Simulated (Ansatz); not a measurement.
# Cl2 (singlet): wave-function methods side by side, 6-31G

An exercise on one series of results from a longer session: the logs are not shown, and one member is left open.

The runs use Ansatz 0.2.0, Gaussian basis; 6-31G, core rule «outside noble gas», up to 10 orbitals frozen.

Plan: UHF; CCSD(T) on RHF; BCCD(T) on RHF; CISD; CCSDT(Q) on RHF; CISDTQ; CCSDTQ on RHF; CASSCF and MRCISD+Q, 14 electrons in 8 orbitals; CASSCF and NEVPT2, 14 electrons in 8 orbitals; Full CI.

9 further runs of the same task are left out: 9 set aside as unsound or not needed.

## The geometry

The geometry is an MP2(full)/6-31G* stationary point (not a proven minimum).

2 atoms, charge 0, spin multiplicity 1.

Atoms are counted from 1 here; the program's logs count them from 0.

Bond lengths: Cl1–Cl2 2.015 Å.

Set-up of the first run:

Contents of in.yaml:

```yaml
crystal:
  periodic: [false, false, false]
  atoms:
    - {symbol: Cl, position_ang: [0.000000, 0.000000, 0.000000]}
    - {symbol: Cl, position_ang: [0.000000, 0.000000, 2.015082]}
basis:
  gaussian: {orbitals: 6-31G}
magnetization: {spin_polarized: true, initial_magnetization: 0}
hamiltonian: {xc: hf}
output: {orbitals: {seedname: orbitals}}
```

The run is started by

```
ansatz run in.yaml --threads 1 --pin off --events-out ev --progress --plain --max-ram 4096MiB --backend cpu
```

Steps of the session up to this table: UHF; CCSD(T) on RHF; BCCD(T) on RHF; CISD; CCSDT(Q) on RHF; CISDTQ; CCSDTQ on RHF; CASSCF and MRCISD+Q, 14 electrons in 8 orbitals; CASSCF and NEVPT2, 14 electrons in 8 orbitals; Full CI.

One of the session's tables, all rows but one given; the rest of the session is left out.

It belongs to the step «Misses and costs». 

```
          method  from FCI (kJ/mol)
             RHF             +271.2
            RMP2              +39.3
            CISD              +16.2
           RCCSD               +4.9
        RCCSD(T)               +1.2
         BCCD(T)               +1.2
          RCCSDT                  ?
          CISDTQ               +0.5
       RCCSDT(Q)               +0.1
         RCCSDTQ                0.0
  CASSCF valence             +188.2
  NEVPT2 valence              +45.3
  MRCISD valence               +8.7
MRCISD+Q valence               +2.6
             FCI                  0
```

Estimate the missing values for RCCSDT.

The run gave: from FCI (kJ/mol): +0.6. In the column «from FCI (kJ/mol)» it lies between CISDTQ (+0.5) and RCCSD(T) (+1.2).
